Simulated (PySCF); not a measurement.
chloroform (CHCl3), SMILES ClC(Cl)Cl. Atoms are numbered in the order given.

```xyz
5

Cl    -1.4680    -0.8475    -0.0842
C      0.0000     0.0000     0.4576
Cl     1.4680    -0.8475    -0.0842
Cl     0.0000     1.6951    -0.0842
H      0.0000     0.0000     1.5507
```
Charge 0, spin multiplicity 1.

Geometry: TPSSh-D3(BJ)/def2-SVP.

Two levels are set side by side: PBE/pcSseg-2 (PySCF) and PBE0/pcSseg-2 (PySCF). GIAO shifts against HCl (³⁵Cl), TMS (¹H), TMS (¹³C) at the same level; non-relativistic, no solvent, atoms listed together averaged. Without spin–orbit terms, shifts of atoms bonded to Cl or Br come out too high at both levels. Differences are taken from unrounded values.

| quantity | PBE0 | PBE | PBE minus PBE0 |
|---|---|---|---|
| δ(³⁵Cl) of Cl1, Cl3, Cl4 (ppm) | 410.5 | 452.1 | 41.6 |
| δ(¹³C) of C2 (ppm) | 110.3 | 118.3 | 8.0 |
| δ(¹H) of H5 (ppm) | 7.73 | 8.16 | 0.43 |

Rough cost on one machine, each run with all the roots and properties that it gave: PBE0 against PBE within a factor of 2.
